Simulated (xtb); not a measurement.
HN₂, SMILES N#[NH+], charge +1. All values are semi-empirical tight-binding results from xtb (GFN2-xTB unless named), good for trends rather than for accurate numbers. The structure is a stationary point at GFN2-xTB. The isomer is the one that the SMILES or the coordinates give; other isomers of the formula were not compared.

Optimised geometry:

Bond lengths (Å): N1–N2 1.080, N2–H3 1.031. Bond angles (°): N1–N2–H3 180.0.
Charge +1, spin multiplicity 1.

Computed properties:
```
Quantity                                               Result
---------------------------------------------  --------------
point group as xtb finds it                               C∞v
orbital gap                                           5.16 eV
zero-point energy                               10.2 kcal/mol
G − E(el) at 298.15 K (modified RRHO)           -2.0 kcal/mol
static polarisability (D4 model)                   13.0 bohr³
solvation energy, GFN2-xTB/ALPB(water)         -86.1 kcal/mol
solvation energy, GFN2-xTB/ALPB(acetonitrile)  -72.1 kcal/mol
```

Problem. Give the IR lines (harmonic; lines under 4 % of the strongest left out, lines within 3 cm⁻¹ merged). (Estimate from the structure and the level; the computed values follow.)

Solution. ν (cm⁻¹): 769 (vs), 2407 (w), 3186 (vs) (against the strongest line: vs over 80 %, s over 45 %, m over 15 %, w over 4 %, vw less)

Computed atomic charges and the Wiberg bond orders between heavy atoms:
charges (e) N1 0.36, N2 0.27, H3 0.38. Bond orders N1–N2 2.97.
